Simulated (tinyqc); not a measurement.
Inside a calculation. Method: UKS/LDA (VWN5) in the sto-3g basis, for LiH+, spin multiplicity 2. One step of it, computed by the program tinyqc.

Problem. Iteration 2: diagonalisation and new density. Diagonalise F' = X^T F X, C = X C', fill 2 alpha and 1 beta electrons from the bottom; D(s) = C_occ C_occ^T. Each column has its largest component positive (the first on a tie).

F(alpha) (hartree), lower triangle:
```
            1Li 1s     1Li 2s    1Li 2px    1Li 2py    1Li 2pz      2H 1s
1Li 1s   -2.052175
1Li 2s   -0.584001  -0.449611
1Li 2px   0.000024  -0.000568  -0.198164
1Li 2py   0.000026  -0.000703  -0.000305  -0.198154
1Li 2pz  -0.004241  -0.084442  -0.000719  -0.000749  -0.274156
2H 1s    -0.126033  -0.273272  -0.000082  -0.000094  -0.328309  -0.534260
```

F(beta) (hartree), lower triangle:
```
            1Li 1s     1Li 2s    1Li 2px    1Li 2py    1Li 2pz      2H 1s
1Li 1s   -2.049845
1Li 2s   -0.581618  -0.421938
1Li 2px   0.000119   0.000244  -0.179297
1Li 2py   0.000124   0.000165  -0.000273  -0.179282
1Li 2pz  -0.001931  -0.054237  -0.000372  -0.000375  -0.229332
2H 1s    -0.124610  -0.225556   0.000105   0.000107  -0.252540  -0.293966
```

X, lower triangle:
```
            1Li 1s     1Li 2s   1Li 2px   1Li 2py    1Li 2pz     2H 1s
1Li 1s    1.023271
1Li 2s   -0.130238   1.092480
1Li 2px   0.000000   0.000000  1.000000
1Li 2py   0.000000   0.000000  0.000000  1.000000
1Li 2pz  -0.006670   0.092053  0.000000  0.000000   1.121578
2H 1s     0.013352  -0.241818  0.000000  0.000000  -0.320349  1.189433
```

Give: F' = X^T F X; orbital energies; coefficients C; F' = X^T F X; orbital energies; coefficients C; D(alpha) after iteration 2; D(beta) after iteration 2.

Solution.

F' = X^T F X (alpha) (hartree), lower triangle:
```
        1       2       3       4       5       6
1  -2.003
2  -0.304  -0.305
3   0.000  -0.001  -0.198
4   0.000  -0.001   0.000  -0.198
5   0.000  -0.014  -0.001  -0.001  -0.169
6  -0.014  -0.124   0.000   0.000  -0.185  -0.417
```

orbital energies (alpha) (hartree): MO1 -2.057, MO2 -0.557, MO3 -0.222, MO4 -0.198, MO5 -0.198, MO6 -0.058

coefficients C (alpha):
```
            MO1     MO2     MO3     MO4     MO5     MO6
1Li 1s    0.985  -0.118  -0.269   0.006   0.001  -0.083
1Li 2s    0.055   0.217   0.997  -0.019  -0.004   0.482
1Li 2px   0.000   0.001   0.014   0.714  -0.700  -0.007
1Li 2py   0.000   0.001   0.019   0.699   0.715  -0.008
1Li 2pz   0.006   0.227  -0.302   0.018   0.002   1.107
2H 1s    -0.004   0.784  -0.305  -0.004   0.001  -0.932
```

F' = X^T F X (beta) (hartree), lower triangle:
```
        1       2       3       4       5       6
1  -2.001
2  -0.305  -0.280
3   0.000   0.000  -0.179
4   0.000   0.000   0.000  -0.179
5  -0.001   0.008   0.000   0.000  -0.139
6  -0.016  -0.134   0.000   0.000  -0.185  -0.151
```

orbital energies (beta) (hartree): MO1 -2.054, MO2 -0.385, MO3 -0.205, MO4 -0.180, MO5 -0.179, MO6 0.073

coefficients C (beta):
```
            MO1     MO2     MO3     MO4     MO5     MO6
1Li 1s    0.986  -0.171  -0.230  -0.004   0.000   0.098
1Li 2s    0.054   0.469   0.846   0.017  -0.001  -0.583
1Li 2px   0.000   0.000  -0.014   0.716  -0.698   0.001
1Li 2py   0.000   0.000  -0.012   0.698   0.716   0.002
1Li 2pz   0.004   0.385  -0.543  -0.008   0.001  -0.962
2H 1s    -0.004   0.526  -0.208  -0.006   0.000   1.120
```

D(alpha) after iteration 2, lower triangle:
```
         1Li 1s  1Li 2s  1Li 2px  1Li 2py  1Li 2pz  2H 1s
1Li 1s    0.985
1Li 2s    0.029   0.050
1Li 2px   0.000   0.000    0.000
1Li 2py   0.000   0.000    0.000    0.000
1Li 2pz  -0.020   0.050    0.000    0.000    0.051
2H 1s    -0.096   0.170    0.001    0.001    0.178  0.614
```

D(beta) after iteration 2, lower triangle:
```
         1Li 1s  1Li 2s  1Li 2px  1Li 2py  1Li 2pz  2H 1s
1Li 1s    0.972
1Li 2s    0.053   0.003
1Li 2px   0.000   0.000    0.000
1Li 2py   0.000   0.000    0.000    0.000
1Li 2pz   0.004   0.000    0.000    0.000    0.000
2H 1s    -0.004   0.000    0.000    0.000    0.000  0.000
```
